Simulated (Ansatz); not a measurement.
C₅H₆O (`C=C1C=C1OC`) from Hartree–Fock to CCSD(T)

```
atom    x (Å)    y (Å)    z (Å)
  C1   1.9042  -0.2469   0.7885
  C2   1.1322   0.0695  -0.2468
  C3   0.9340   0.4864  -1.6170
  C4  -0.1287   0.2625  -0.8727
  O5  -1.4348   0.2402  -0.7970
  C6  -1.9510  -0.1369   0.4818
  H7   2.9826  -0.2237   0.7059
  H8   1.4694  -0.5350   1.7363
  H9   1.3741   0.7704  -2.5573
 H10  -3.0338  -0.1435   0.3797
 H11  -1.5958  -1.1311   0.7578
 H12  -1.6524   0.5881   1.2409
```

Total charge 0; spin multiplicity 1. The structure was optimised at the PBE0-D4/def2-TZVP level. It is one conformer, not always the lowest. Frozen core, restricted reference, Ansatz. CBS rows extrapolate triple and quadruple zeta; past MP2 they add the triple-zeta difference.

```json
{"basis": "def2-TZVPP", "HF (Eh)": "-267.66383", "MP2 corr.": "-1.02465"}
{"basis": "def2-QZVPP", "HF (Eh)": "-267.67569", "MP2 corr.": "-1.09415"}
```

Q: Estimate the CCSD correlation energy and the (T) correction in each basis where they were run (hartree).

A: 
```tsv
basis	CCSD corr.	(T)
def2-TZVPP	-1.05552	-0.04992
CBS(def2)	-1.17650	as TZ
```
